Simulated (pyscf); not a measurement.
**Four-centre exchange: H₃C–SiH₂–CH₃ + hydrogen chloride (HCl) -> methane (CH₄) + H₃C–SiH₂–Cl**

Gas phase, singlet surface, charge 0. Bonds broken: C1–Si2, Cl12–H13. Bonds formed: C1–H13, Si2–Cl12. PySCF, gas phase, ωB97X-D3(BJ)/def2-SVP geometries.

Transition state (Å):

```xyz
13

C     -0.0347    -0.7479    -0.8313
Si    -0.3478     1.1658     0.1130
C     -1.6756     1.2277     1.4182
H     -1.1026    -0.9246    -1.0134
H      0.4362    -1.7252    -0.6257
H      0.4697    -0.3170    -1.7057
H      0.8798     1.9861     0.1223
H     -1.0333     1.5328    -1.1743
H     -2.5000     1.8847     1.0985
H     -2.0721     0.2133     1.5803
H     -1.2518     1.5616     2.3746
Cl     1.0038    -0.1737     1.9349
H      0.3810    -0.5019     0.3160
```

One imaginary mode, 609i cm⁻¹; descent along it reached the two sides named.

| bond | change | reactant side (Å) | saddle | product side |
|---|---|---|---|---|
| C1–Si2 | breaks | 1.878 | 2.157 | 3.9 |
| Cl12–H13 | breaks | 1.287 | 1.765 | 3.0 |
| C1–H13 | forms | 3.3 | 1.245 | 1.099 |
| Si2–Cl12 | forms | 3.8 | 2.6 | 2.080 |

Electronic energies relative to the separated reactants (eV):

```
level                   barrier  reaction energy  reverse barrier
----------------------  -------  ---------------  ---------------
ωB97X-D3(BJ)/def2-TZVP     1.58            -1.18             2.76
PBE/def2-TZVP              1.40            -1.12             2.52
r²SCAN/def2-TZVP           1.45            -1.17             2.62
B3LYP-D3(BJ)/def2-TZVP     1.57            -1.16             2.73
PBE0-D3(BJ)/def2-TZVP      1.45            -1.13             2.58
M06-2X/def2-TZVP           1.55            -1.19             2.74
ωB97M-D3(BJ)/def2-TZVP     1.60            -1.13             2.73
HF/def2-TZVP               2.37            -1.24             3.62
```

With ωB97M-D3(BJ)/def2-TZVP energies and thermal terms (ideal gas, 1 atm, RRHO with modes under 100 cm⁻¹ raised to 100, one conformer, R ln 2 for chiral ones without a mode under 150 cm⁻¹), in eV:

```csv
T (K),ΔH‡,ΔG‡,ΔH,ΔG
298,1.61,2.04,-1.06,-1.06
600,1.60,2.48,-1.09,-1.05
900,1.61,2.92,-1.11,-1.02
1200,1.62,3.35,-1.14,-0.99
```

One saddle was located; it need not be the lowest between these sides.
